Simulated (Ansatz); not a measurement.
Computed with Ansatz.

A structure relaxed at PBE0-D4/def2-TZVPD, charge -1, multiplicity 1:

```
atom    x (Å)    y (Å)    z (Å)
 Si1  -0.3517  -0.3542   0.3678
  H2  -0.7485   1.0900  -0.0143
  H3  -0.0028  -0.7594  -1.0825
  H4   1.1029   0.0236   0.7290
```

Q: Give its formula and SMILES.

A: H3Si, `[SiH3-]`.

Q: Point group (tolerance 0.08 Å, 0.16 Å for H)?

A: C3v.

Q: Summarise the bond lengths by kind.

A: 3 × H–Si 1.546 Å.
